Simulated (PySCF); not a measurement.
**CH₂F₂O, a complex of two parts: interaction energy**

An exercise on one series of results from a longer session: the logs are not shown, and one member is left open.

Computed with PySCF 2.14.0; each step states its level. No surroundings beyond the atoms listed, unless a continuum is named. Atoms count from 0, parts from 1.

## The system as given

6 atoms, charge 0, multiplicity 1; geometry: GFN2-xTB. Parts: 1 = atoms 0–1, `FF`, charge 0; 2 = atoms 2–5, `C=O`, charge 0.

The first run:

What the job is given:

```
{"job": {"xc": "PBE0", "basis": "def2-TZVPD", "d3": "d3bj", "grid": 3, "kind": "geom", "shake": 0.01}, "charge": 0, "multiplicity": 1, "parts": [{"atoms": "0-1", "charge": 0, "multiplicity": 1}, {"atoms": "2-5", "charge": 0, "multiplicity": 1}]}
F      0.525897     0.008294     0.114667
F     -0.901636     0.010184     0.004195
C      4.465751    -0.480412    -0.340088
O      3.438127    -0.220251    -0.767953
H      5.078915    -1.345489    -0.689815
H      4.970484     0.131340     0.448577
```

Started as:

```bash
$ OMP_NUM_THREADS=1 python cluster_run.py task.json out
```

The driver reads the jobs from task.json and runs them one after another.

Steps of the session up to this table: Relaxing the molecule at PBE0-D3(BJ)/def2-TZVPD; Coupled-cluster interaction energy: CCSD(T) and MP2, 2.73 Å; Coupled-cluster interaction energy: CCSD(T) and MP2, 2.87 Å; Coupled-cluster interaction energy: CCSD(T) and MP2, 3.00 Å; Coupled-cluster interaction energy: CCSD(T) and MP2, 2.59 Å; Coupled-cluster interaction energy: CCSD(T) and MP2, 3.41 Å; Coupled-cluster interaction energy: CCSD(T) and MP2, 2.46 Å; Coupled-cluster interaction energy: CCSD(T) and MP2, 4.10 Å; Coupled-cluster interaction energy: CCSD(T) and MP2, 5.46 Å.

One of the session's tables, all rows but one given; the rest of the session is left out.

It belongs to the step «Coupled-cluster interaction energy: CCSD(T) and MP2, 5.46 Å». 

```
                 method  interaction energy (kcal/mol)
         HF/aug-cc-pVDZ                         -0.060
        MP2/aug-cc-pVDZ                              ?
       CCSD/aug-cc-pVDZ                         -0.077
    CCSD(T)/aug-cc-pVDZ                         -0.079
         HF/aug-cc-pVQZ                         -0.047
        MP2/aug-cc-pVQZ                         -0.079
    SCS-MP2/aug-cc-pVQZ                         -0.073
      MP2, extrapolated                         -0.080
CCSD(T), limit estimate                         -0.073
```

Q: Estimate the row for MP2/aug-cc-pVDZ from the others.

**Answer.** interaction energy (kcal/mol): -0.086. In the column «interaction energy (kcal/mol)» it is the lowest.
